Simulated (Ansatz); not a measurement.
## Property card for HfGeS

All numbers below come from DFT r2SCAN, scalar-relativistic, plane waves, PAW (Ansatz 0.2.0).

Plane waves to 500 eV, a k mesh through Γ of 10×10×6 on the computed 6-atom cell and Gaussian smearing (0.10 eV); no spin polarisation.

The structure is relaxed at this level of theory with its symmetry kept. Whether it is the stable form of this composition wasn't checked.

```
Hf Ge S
1.0
     3.61778    0.00000    0.00000
     0.00000    3.61778    0.00000
     0.00000    0.00000    7.96335
Hf Ge S
2 2 2
Direct
  0.00000 0.50000 0.27348
  0.50000 0.00000 0.72652
  0.00000 0.00000 0.00000
  0.50000 0.50000 0.00000
  0.00000 0.50000 0.61996
  0.50000 0.00000 0.38004
```

- Space group: P4/nmm (No. 129)
- Volume per atom: 17.37 Å³
- Formation energy from the elements' standard states (uncorrected): -1.185 eV/atom
- Generalised Kohn–Sham band gap: none (metal)
- Density of states at the Fermi level: 0.18 states/eV per cell (so small that it hangs on the mesh: a semimetal, or crossings between mesh points)
- Löwdin character within 0.5 eV of the Fermi level: Hf 5d 64 %, Ge 4p 16 %, S 3p 8 %, unprojected 4 %
- Bader charges (e): Hf (2 in the cell) 1.88, Ge (2 in the cell) -0.63, S (2 in the cell) -1.25

Spin-orbit coupling is left out, which matters for the bands of heavy elements.

Cost: 1 run of about 4.4 core-minutes, on Arm Neoverse V2 (shared hosts).